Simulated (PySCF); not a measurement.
Structure problem from calculated spectra and properties.

Formula: C4H6ClF.

* NMR, other nuclei: isotropic shieldings of nuclei other than C and H, by class: 264 (1 F), 807 (1 Cl) ppm [GIAO PBE0/pcSseg-1]
* Dipole: 2.12 D [PBE0/pcSseg-1]
* Rotational structure: rotational constants A, B, C: 3.345, 2.166, 1.451 GHz [GFN2-xTB]
* 13C NMR: chemical shifts (computed TMS as zero) by class: 167.7 (1 C), 116.9 (1 C), 46.1 (1 C), 14.4 (1 C) ppm [GIAO PBE0/pcSseg-1]
* 1H NMR: chemical shifts (computed TMS as zero) by class: 5.66 (1 H), 4.32 (2 H), 1.89 (3 H) ppm [GIAO PBE0/pcSseg-1]

Electronic properties: PySCF, gas phase, density fitting. Levels stand in brackets. The structure is a single GFN2-xTB conformer in the gas phase; no vibrational or solvent corrections. NMR classes are plain means over equivalent atoms (diastereotopic ones count apart unless rotation or inversion swaps them), as if these changed places fast.

Question: Give a SMILES that accounts for the data.

Answer: Numbering: `[CH3:1]/[CH:2]=[C:3](/[F:4])[CH2:5][Cl:6]`. Its formula, C4H6ClF, gives 1 degree of unsaturation: 0 rings and 1 π bond in the structure found. 4 carbons fall into 4 classes; from least to most shielded: vinylic C–F carbon [C3] (167.7 ppm), alkene CH carbon [C2] (116.9 ppm), sp3 C–Cl carbon [C5] (46.1 ppm), allylic carbon [C1] (14.4 ppm). Hydrogen classes from least to most shielded: 1 H on an alkene CH carbon, C2 (5.66 ppm), 2 H on an sp3 C–Cl carbon, C5 (4.32 ppm), 3 H on an allylic carbon, C1 (1.89 ppm). The other shieldings belong to: 264 ppm, vinyl fluorine [F4]; 807 ppm, alkyl chlorine [Cl6]. The optimised geometry has point group C1 and is an asymmetric top. Structure: `C/C=C(/F)CCl`. Computed isomers that give other values at the same levels: `C=C[C@@H](Cl)CF` (13C chemical shifts (computed TMS as zero) by class: 141.8 (1 C), 123.5 (1 C), 90.5 (1 C), 64.6 (1 C) ppm); `FCC/C=C/Cl` (rotational constant A: 8.965 GHz; this holds for the one conformer computed); `FC1(CCl)CC1` (13C chemical shifts (computed TMS as zero) by class: 80.6 (1 C), 47.2 (1 C), 9.3 (2 C) ppm). The assignments are read from this structure; whether some other isomer fits the data as well wasn't checked.

Conformer computed: `[CH3:1]/[CH:2]=[C:3](/[F:4])[CH2:5][Cl:6]`: C2–C3–C5–Cl6 72°.
